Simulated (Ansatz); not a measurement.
A nudged elastic band was laid between two geometries of C4H7FO (13 atoms, charge 0, multiplicity 1).

Theory: RKS PBE-D4/def2-SVP in Ansatz 0.2.0.

```json
{
 "movable images": "5",
 "climbing image": "yes",
 "spring": "5.0 eV/Å²",
 "optimiser": "quadratic models (default)",
 "start path": "IDPP",
 "force threshold": "0.05 eV/Å",
 "iteration limit": "60",
 "end points": "relaxed"
}
```

Initial state:

```xyz
13
Properties=species:S:1:pos:R:3
C -0.986 -0.997 1.395
O 0.048 -0.967 0.418
C 0.256 0.160 -0.317
C 1.400 -0.021 -1.270
C -0.420 1.334 -0.272
F -1.468 1.602 0.548
H -0.947 -2.006 1.849
H -1.987 -0.835 0.944
H -0.827 -0.234 2.186
H 1.580 0.887 -1.874
H 1.198 -0.871 -1.956
H 2.328 -0.268 -0.713
H -0.154 2.181 -0.922
```

Final state:

```xyz
13
Properties=species:S:1:pos:R:3
C -0.521 -1.636 0.720
O -0.244 -0.305 1.119
C 0.039 0.605 0.135
C 0.873 0.198 -1.045
C -0.379 1.882 0.301
F -1.120 2.267 1.355
H -0.780 -2.191 1.640
H 0.354 -2.136 0.245
H -1.385 -1.692 0.018
H 1.093 1.074 -1.683
H 0.366 -0.558 -1.682
H 1.840 -0.242 -0.720
H -0.116 2.699 -0.388
```

Question: Which bonds break or form, and what moves?

Answer: No bond is made or broken. The dihedral C1–O2–C3–C5 goes from -1 to 145°.

Question: What energy profile does the band end with?

Answer: The forces met the threshold. The highest image is number 4 of 0 to 6, 0.161 eV above the first end and 0.026 eV above the last; the last end lies 0.134 eV above the first. A vibrational analysis at the climbing image gives one clearly imaginary mode, 64i cm⁻¹: a first-order saddle point.

```json
{"image": "0", "path coordinate (Å)": "0.00", "energy (eV)": "0.000", "dihedral C1–O2–C3–C5 (°)": "-1"}
{"image": "1", "path coordinate (Å)": "0.86", "energy (eV)": "0.024", "dihedral C1–O2–C3–C5 (°)": "26"}
{"image": "2", "path coordinate (Å)": "1.71", "energy (eV)": "0.078", "dihedral C1–O2–C3–C5 (°)": "49"}
{"image": "3", "path coordinate (Å)": "2.57", "energy (eV)": "0.136", "dihedral C1–O2–C3–C5 (°)": "75"}
{"image": "4", "path coordinate (Å)": "3.43", "energy (eV)": "0.161", "dihedral C1–O2–C3–C5 (°)": "101"}
{"image": "5", "path coordinate (Å)": "4.27", "energy (eV)": "0.147", "dihedral C1–O2–C3–C5 (°)": "123"}
{"image": "6", "path coordinate (Å)": "5.12", "energy (eV)": "0.134", "dihedral C1–O2–C3–C5 (°)": "145"}
```

Question: What is the geometry of the highest image?

Answer: 
```xyz
13
Properties=species:S:1:pos:R:3:forces:R:3
C -0.892 -1.289 0.995 0.00 0.00 0.01
O 0.326 -0.558 0.976 -0.01 0.00 -0.01
C 0.405 0.419 0.008 0.00 0.00 0.01
C 0.796 -0.016 -1.374 0.00 0.00 0.00
C 0.191 1.708 0.345 0.01 0.00 -0.01
F -0.170 2.071 1.588 0.00 0.01 0.01
H -0.796 -2.057 1.786 0.00 0.00 0.00
H -1.095 -1.805 0.027 0.00 0.00 0.00
H -1.760 -0.633 1.232 0.00 0.00 0.00
H 0.911 0.846 -2.059 0.00 0.00 0.00
H 0.038 -0.699 -1.816 0.00 0.00 0.00
H 1.755 -0.574 -1.343 0.01 0.00 0.00
H 0.312 2.554 -0.350 0.00 0.00 0.00
```

The run took 80 s on 2 threads of Arm Neoverse V2, on a shared host, peak memory 0.16 GiB.
